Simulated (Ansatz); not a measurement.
Results of G0W0@PBEsol+SOC (hard PAW, contour deformation, complete-basis limit, spin–orbit shift from PBEsol; Ansatz, a program for electronic structure) for SbSI (Pna2₁, No. 33; cell taken from a computed entry).

Numerical settings: largest k mesh 2×2×6 (not extrapolated in the mesh).

Cell (fixed, not relaxed at this level and not confirmed as the measured one):

Space group Pna2₁ (No. 33); a = 9.151 Å, b = 10.703 Å, c = 4.143 Å, α = β = γ = 90.00°

```
atom  site  symmetry       x       y       z
----  ----  --------  ------  ------  ------
Sb      4a         1  0.1044  0.1222  0.2810
S       4a         1  0.3500  0.4598  0.2673
I       4a         1  0.0098  0.6822  0.2610
```

Q: Estimate the band gap that the calculation returns.

A: 
* **band gap**: 2.20 eV

Note: the correction to the complete basis was taken at k points off the band edges; spin–orbit coupling enters as the shift of the gap found with a semilocal functional.
